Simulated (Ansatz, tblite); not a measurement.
# The cluster HfSe2: isomers from a random search

One table from this session's results is given with a row withheld; the runs are named, their logs left out.

Method: relaxed with PBE-D4/def2-TZVP, singlet; program: Ansatz 0.2.0, Gaussian basis.

### The system as given

3 atoms, charge 0, spin multiplicity 1.

Atoms are counted from 1 here; the program's logs count them from 0.

Bond lengths: Hf1–Se2 2.367 Å, Hf1–Se3 2.367 Å. Angles: Se2–Hf1–Se3 174.8°.

Coordinates:

```xyz
3
charge 0, multiplicity 1
Hf   -0.00946    0.01934    0.06795
Se    2.09879    1.08862   -0.05539
Se   -2.08932   -1.10796   -0.01256
```

Hf takes a core potential in the def2 sets. No spin-orbit coupling is included.

A search from random starts with GFN1-xTB found 3 distinct shapes; 2 go on here. The structure above is candidate A, which lies 0.00 eV above the lowest at that level; B lies 5.35 eV above the lowest at that level.

Set-up of the first run:

in.yaml reads:

```yaml
crystal:
  periodic: [false, false, false]
  atoms:
    - {symbol: Hf, position_ang: [-0.009460, 0.019340, 0.067950]}
    - {symbol: Se, position_ang: [2.098790, 1.088620, -0.055390]}
    - {symbol: Se, position_ang: [-2.089320, -1.107960, -0.012560]}
basis:
  gaussian: {orbitals: def2-TZVP}
hamiltonian: {xc: pbe, dispersion: d4}
scf: {lower_state_search: "off"}
output: {orbitals: {seedname: orbitals}}
relax: {f_tol: 0.02, max_steps: 100}
```

Launch:

```console
> ansatz run in.yaml --threads 4 --pin off --events-out ev --progress --plain --max-ram 3916MiB
```

Steps of the session up to this table: Relaxing candidate A; Relaxing candidate B; Candidate B, PBE0-D4/def2-TZVP; Candidate B, PBE-D4/def2-TZVP; Candidate B, r2SCAN-D4/def2-TZVP; Candidate B, CAM-B3LYP-D4/def2-TZVP; Candidate B, r2SCANh-D4/def2-TZVP; Candidate B, CCSD(T)/def2-TZVPP.

One of the session's tables, all rows but one given; the rest of the session is left out.

It belongs to the step «B against A». 

```
                 level  B above A (eV)
              GFN1-xTB          +5.039
              GFN2-xTB          +3.757
         HF/def2-TZVPP          +3.358
      PBE-D4/def2-TZVP               ?
   r2SCAN-D4/def2-TZVP          +3.638
  r2SCANh-D4/def2-TZVP          +3.643
     PBE0-D4/def2-TZVP          +3.371
CAM-B3LYP-D4/def2-TZVP          +3.291
        MP2/def2-TZVPP          +3.595
       CCSD/def2-TZVPP          +3.310
    CCSD(T)/def2-TZVPP          +3.235
```

**Question.** Estimate the row for PBE-D4/def2-TZVP.

The run gave: B above A (eV): +3.180. In the column «B above A (eV)» it is the lowest.

CCSD(T)/def2-TZVPP is no safe reference here (restricted state is unstable towards broken spin symmetry).

To keep in mind: The search was small, so a lower isomer may exist. Only singlets are compared; another spin may lie lower and prefer another shape.
